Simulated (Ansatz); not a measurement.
Input for Ansatz (development build ahead of 0.2.0):

```yaml
crystal:
  periodic: [false, false, false]
  atoms:
    - { symbol: Na, position_ang: [0.0, 0.0, 0.0] }
    - { symbol: Cl, position_ang: [0.82429, 1.09905, 2.37952] }
basis:
  gaussian: { orbitals: STO-3G }
total_charge: 1
magnetization:
  initial_magnetization: 1
hamiltonian:
  xc: hf
correlation:
  method: fci
  frozen_orbitals: { Cl: 5, Na: 1 }
```

The input is written out in the form of the current development build from the run's settings.

The run gave:

* Converged: yes
* Total energy: -614.38207 hartree
* State: lowest doublet root, of any spatial symmetry
